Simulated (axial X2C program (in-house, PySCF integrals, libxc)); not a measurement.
# PS: a run with one poor setting

Computed with an in-house all-electron X2C program for linear molecules (integrals from PySCF). Two-component (2c) means X2C with spin–orbit coupling and atomic mean-field two-electron Coulomb and Gaunt terms. Basis: S dyall-v3z [8s7p2d1f], P dyall-v3z [8s7p2d1f] (cores contracted in-house); Gaussian nuclei, density fitting, unrestricted open shells. Masses: S 31.972 u, P 30.974 u.

One setting of this run was spoiled on purpose, so its numbers are not properties of PS. Level: r2SCAN0, two-component; state Ω = 1/2 (⟨Sz⟩ = -0.50, ⟨Lz⟩ = 1.00 at r2SCAN0).

```csv
R (Å),E − E(lowest point) (eV),SCF iterations
1.663,1.4080,19
1.740,0.5605,17
1.797,0.2082,15
1.855,0.0363,13
1.912,0.0000,9
1.979,0.0861,15
2.046,0.2738,14
2.132,0.6135,16
2.237,1.0865,15
2.390,1.7517,15
```

Fit: Re 1.901 Å, ωe 752.5 cm⁻¹, residual 0.78 microhartree, De 4.01 eV.

Output at the reference distance:

```
two-component X2C + atomic mean field  r2SCAN0
basis functions 92  fitting functions 575  grid points 252
iter        total energy     max residual
   1       -741.278132504     4.91e-02
   2       -741.279362126     6.03e-03
   3       -741.279572392     5.95e-03
   4       -741.279598206     3.51e-04
   5       -741.279599080     1.24e-04
   6       -741.279599256     4.18e-05
   7       -741.279599305     2.50e-05
   8       -741.279599328     1.44e-05
   9       -741.279599333     6.39e-06
converged
one-electron -1156.26468947  Coulomb 397.66920193  exact exchange -11.94851074  xc functional -37.05140772  nuclear repulsion 66.42391769  atomic mean-field constant -0.10811102
```

Which setting was spoiled?
A. integration grid too coarse
B. too few iterations allowed
C. virtual space cut too low
D. density fitting set too sparse
E. an excited determinant was followed

A. Integration grid too coarse: 30 radial and 6 angular points an atom against the usual 100 and 30 (atoms up to Ar take three quarters of the radial points).
